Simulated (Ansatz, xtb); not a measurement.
**A geometry optimisation of C3HF2+ with r2SCAN-D4/def2-SVP**

The starting geometry of this gas-phase singlet was built from a drawn formula by distance geometry and a force field; its bonds are those of `FC1=[C+][C@@H]1F`.

```yaml
atoms:
  - { symbol: C, position_ang: [0.4988, -1.0180, -0.4199] }
  - { symbol: C, position_ang: [0.6455, -0.0293, 0.3725] }
  - { symbol: C, position_ang: [1.6587, -1.0164, 0.4484] }
  - { symbol: F, position_ang: [-0.5293, -1.8993, -0.1749] }
  - { symbol: F, position_ang: [2.8626, -0.7608, -0.0951] }
  - { symbol: H, position_ang: [1.6780, -1.7938, 1.2590] }
```

Predict what it relaxes into with r2SCAN-D4/def2-SVP.

A bond breaks, leaving `FC#C[CH+]F`. Distances that change by over a tenth: C1–F4 (1.38 → 1.23 Å). Contacts that open: C1–C3 (1.45 → 2.59 Å).

The energy falls by 4.79 eV over 15 steps:

| step | E − E(last) (eV) |
| --- | --- |
| 1 | 4.787 |
| 3 | 2.575 |
| 4 | 1.757 |
| 6 | 0.912 |
| 7 | 0.609 |
| 9 | 0.186 |
| 10 | 0.133 |
| 12 | 0.001 |
| 13 | 0.000 |
| 15 | 0.000 |

Final geometry (Å):

| atom | x (Å) | y (Å) | z (Å) |
| --- | --- | --- | --- |
| C | -0.2468 | -1.2595 | -0.3467 |
| C | 0.8852 | -1.1121 | 0.1078 |
| C | 2.1140 | -0.9768 | 0.6846 |
| F | -1.3713 | -1.4011 | -0.8139 |
| F | 3.1020 | -0.5332 | 0.0232 |
| H | 2.3311 | -1.2350 | 1.7349 |

From the same start GFN2-xTB reaches the same bonding as this run.

No frequencies were run, so the end isn't proven a minimum. Run with Ansatz 0.2.0, 17 s on 2 threads of Arm Neoverse V1, on a shared host.
